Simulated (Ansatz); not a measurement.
Results of LDA (Ansatz, an electronic-structure program, plane waves, PAW) for hcp Mg.

Run with plane-wave cutoff 500 eV, 24×24×1 k mesh (along the axes of the cell as run), Fermi–Dirac smearing 0.1 eV, scalar-relativistic PAW data made under PBE.

### Question
Predict the surface energy of the (0001) face and work function of the (0001) face.

### Answer

- surface energy of the (0001) face = 0.63 J/m²
- work function of the (0001) face = 3.85 eV

The slab of 6 atoms is relaxed and unreconstructed.

The computed numbers hold no vibrational or temperature effects.
